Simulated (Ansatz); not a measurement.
# A ladder of methods for SiCl (SMILES [Si]Cl)

SiCl, doublet, SMILES `[Si]Cl`. Each level relaxes the structure for itself.

Each level gives the equilibrium bond length (Å). The values are calculated.

```json
{"level": "USVWN5/def2-TZVP", "kind": "LDA", "program": "Ansatz", "value (Å)": "2.059", "less CCSD(T)/def2-TZVP": "-0.015"}
{"level": "UB3LYP-D4/def2-TZVP", "kind": "global hybrid", "program": "Ansatz", "value (Å)": "2.084", "less CCSD(T)/def2-TZVP": "+0.010"}
{"level": "UPBE0-D4/def2-TZVP", "kind": "global hybrid", "program": "Ansatz", "value (Å)": "2.067", "less CCSD(T)/def2-TZVP": "-0.007"}
{"level": "U-wB97X-V/def2-TZVP", "kind": "range-separated hybrid", "program": "Ansatz", "value (Å)": "2.064", "less CCSD(T)/def2-TZVP": "-0.010"}
{"level": "UCCSD(T)/def2-TZVP", "kind": "coupled cluster or CI", "program": "Ansatz", "value (Å)": "2.074", "less CCSD(T)/def2-TZVP": "0.000"}
```

UCCSD(T)/def2-TZVP is the highest level here, not the true value. The values span 2.059 to 2.084 Å.
